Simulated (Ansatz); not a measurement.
## Reading a saddle point

A first-order saddle point of AlH3SO, closed shell, PBE0-D4/def2-TZVP, with one imaginary mode of 1073i cm⁻¹:

Al1  (-0.387, 0.235, 0.892)
S2  (1.186, 0.289, -1.060)
H3  (0.930, 1.205, 0.450)
O4  (-1.848, -0.485, 0.421)
H5  (2.096, -0.319, -0.283)
H6  (-1.977, -0.925, -0.420)
(Å)

Computed with Ansatz 0.2.0 (basis: def2-TZVPP and def2-QZVPP); correlated methods freeze the cores. Extrapolation: Hartree–Fock as exp(−7.88 √X), correlation as X^−2.97.

Task: Which contacts change along the imaginary mode, and what lies on either side? (Judge from chemistry; the calculation decides.)

Result: The calculation gives: The step is AlH₃SO ([OH][AlH][SH]) → AlHO ([OH][Al]) + H₂S, with the molecules in contact on both sides. Shortening one way: S2–H3; lengthening the same way: Al1–S2, Al1–H3.
| pair | one side (Å) | saddle (Å) | other side (Å) |
| --- | --- | --- | --- |
| S2–H3 | 3.30 | 1.78 | 1.34 |
| Al1–S2 | 2.18 | 2.51 | 3.40 |
| Al1–H3 | 1.57 | 1.69 | 3.57 |

Task: Which side is lower, and how far does the saddle lie above each? (An estimate is asked for; the value comes from the calculation.)

Result: The calculation gives: The side with Al1–S2, Al1–H3 short is lower by 170.8 kJ/mol; the saddle lies 286.4 kJ/mol above it and 115.6 kJ/mol above the other (CCSD(T) at an estimated basis limit (MP2 extrapolated from triple and quadruple zeta, plus CCSD(T) − MP2 in triple zeta); electronic energies).

T1 diagnostic: at most 0.019. The restricted Hartree–Fock reference is unstable towards an unrestricted one at one or more of these structures. A large double-excitation amplitude points to some diradical character; no triplet was computed.

Labels in which every atom is bracketed show which atoms are joined, not bond orders.

For scale, one of the runs: CCSD(T)/def2-TZVPP, 157 basis functions, launched by `ansatz run in.yaml --threads 2 --pin off --events-out ev --progress --plain --max-ram 4352MiB`. Hardware: 2 CPU threads of an Intel Xeon Platinum 8375C, shared host. Wall time 9.5 s; peak host memory 1 GiB.
